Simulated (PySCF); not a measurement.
# F3P: the cost of one run

Programs: PySCF 2.14.0, with density-fitted response routines of our own. Each step states its level of theory. These are calculated values for one molecule in the gas phase, unless marked as measured. Atoms count from 0, in the outputs and in this text.

## 1. The starting structure

4 atoms, charge 0, multiplicity 1; geometry from: GFN2-xTB. The atoms were then displaced at random by about 0.01 Å, so the start is not that level's minimum.

Bonds of the start (Å): F0–P1 1.59, P1–F2 1.59, P1–F3 1.59.

## 2. Relaxing the molecule at PBE0-D3(BJ)/def2-SVP

What the job is given:

```
{"job": {"xc": "PBE0", "basis": "def2-SVP", "d3": "d3bj", "grid": 1, "shake": 0.01, "kind": "geom"}, "charge": 0, "multiplicity": 1}
F     -0.816140    -1.080330    -0.216170
P     -0.003480    -0.003570     0.634670
F      1.316520    -0.199930    -0.228020
F     -0.458910     1.258460    -0.223480
```

Started as:

```
OMP_NUM_THREADS=1 python probes_run.py task.json out
```

The driver reads the jobs from task.json and runs them one after another.

Q: Estimate the wall time and peak memory of this first job on 1 thread of Arm Neoverse V1, shared host.

About 4.5 s, with a peak of 0.28 GiB.
